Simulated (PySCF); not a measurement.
Work out the structure from these simulated measurements.

Formula: C4H10N2.

| Quantity | Value |
| --- | --- |
| Rotational structure | rotational constants A, B, C: 5.495, 3.584, 2.866 GHz [GFN2-xTB] |
| Dipole | 0.71 D [CAM-B3LYP/def2-SVPD] |
| NMR, other nuclei | isotropic shieldings of nuclei other than C and H, by class: 153 (1 N), 161 (1 N) ppm [GIAO PBE0/pcSseg-1] |
| UV, strongest line | among the 8 lowest singlet transitions: S5 at 6.90 eV (180 nm, f = 0.025) [TDDFT CAM-B3LYP/def2-SVPD] |
| UV, first state | lowest singlet excitation: 5.30 eV (234 nm, f = 0.004) [TDDFT CAM-B3LYP/def2-SVPD] |
| 1H NMR | chemical shifts (computed TMS as zero) by class: 2.84 (4 H), 2.58 (2 H), 1.76 (4 H) ppm [GIAO PBE0/pcSseg-1] |
| Couplings | largest of the computed one-bond spin–spin couplings (means over like bonds): 13C–1H +144.1 (×4), 13C–1H +136.7 (×4), 15N–1H -63.6 (×2), 13C–13C +36.1, 13C–13C +30.5 (×2), 15N–15N -2.9, 15N–13C -0.3 (×2) Hz [B3LYP/pcJ-1, spin–dipole term left out for some pairs] |
| 13C NMR | chemical shifts (computed TMS as zero) by class: 62.0 (2 C), 26.3 (2 C) ppm [GIAO PBE0/pcSseg-1] |

Electronic properties: PySCF, gas phase, density fitting. Levels stand in brackets. Isolated species at its GFN2-xTB geometry (one conformer only). GFN2-xTB frequencies show an imaginary mode (151i cm⁻¹), so this geometry is no minimum at that level. NMR classes are plain means over equivalent atoms (diastereotopic ones count apart unless rotation or inversion swaps them), as if these changed places fast.

Q: Give a SMILES that accounts for the data.

A: Numbering: `[NH2:1][N:2]1[CH2:3][CH2:4][CH2:5][CH2:6]1`. Its formula, C4H10N2, gives 1 degree of unsaturation: 1 ring and 0 π bonds in the structure found. 4 carbons fall into 2 classes; from least to most shielded: ring sp3 carbon bound to nitrogen [C3/C6] (62.0 ppm, 2 C), ring CH2 carbon [C4/C5] (26.3 ppm, 2 C). Hydrogen classes from least to most shielded: 4 H on 2 like atoms (sp3 carbon bound to nitrogen), C3/C6 (2.84 ppm), 2 H on a hydrazine nitrogen, N1 (2.58 ppm, a mean of values up to 1.7 ppm apart in this geometry), 4 H on 2 ring CH2 carbons, C4/C5 (1.76 ppm, a mean of values up to 0.7 ppm apart in this geometry). The other shieldings belong to: 153 ppm, hydrazine nitrogen [N1]; 161 ppm, hydrazine nitrogen [N2]. The couplings run between: +144.1 Hz, sp3 carbon bound to nitrogen [C3] and its hydrogen (with 3 like pairs); +136.7 Hz, ring CH2 carbon [C4] and its hydrogen (with 3 like pairs); -63.6 Hz, hydrazine nitrogen [N1] and its hydrogen (with 1 like pair); +36.1 Hz, ring CH2 carbon [C4] and ring CH2 carbon [C5]; +30.5 Hz, sp3 carbon bound to nitrogen [C3] and ring CH2 carbon [C4] (with 1 like pair); -2.9 Hz, hydrazine nitrogen [N1] and hydrazine nitrogen [N2]; -0.3 Hz, hydrazine nitrogen [N2] and sp3 carbon bound to nitrogen [C3] (with 1 like pair). The optimised geometry has point group C1 and is an asymmetric top. Structure: `NN1CCCC1` (1-aminopyrrolidine). Computed isomers that give other values at the same levels: `CN1CCN1C` (lowest singlet excitation: 5.76 eV (215 nm, f = 0.000)); `C=CN(C)NC` (13C chemical shifts (computed TMS as zero) by class: 149.8 (1 C), 82.4 (1 C), 36.7 (1 C), 35.8 (1 C) ppm); `C1CNCCN1` (13C chemical shifts (computed TMS as zero) by class: 54.0 (4 C) ppm). The assignments are read from this structure; whether some other isomer fits the data as well wasn't checked.
